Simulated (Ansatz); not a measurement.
All numbers below come from DFT, PBE, plane waves (420 eV) with PAW, scalar-relativistic in Ansatz.

An element in the fcc structure gives this curve. The cell is scaled uniformly from the relaxed one, with fractional coordinates and shape fixed. Energies are extrapolated to zero smearing, pressures are those at the given smearing. Magnetic state: spin not included.

```csv
V (Å³/atom),E − E₀ (meV/atom),P (GPa)
13.782,224.6,44.63
14.408,89.9,25.87
15.035,19.9,11.33
15.661,0.0,0.08
16.288,18.8,-8.61
16.914,67.5,-15.27
17.540,139.0,-20.34
```

(1) Which element is it?
A. tungsten
B. platinum
C. iridium
D. phosphorus

## Answers

(1) B. Its fit is V₀ = 15.64 Å³/atom, B₀ = 248 GPa, B₀′ = 5.5.
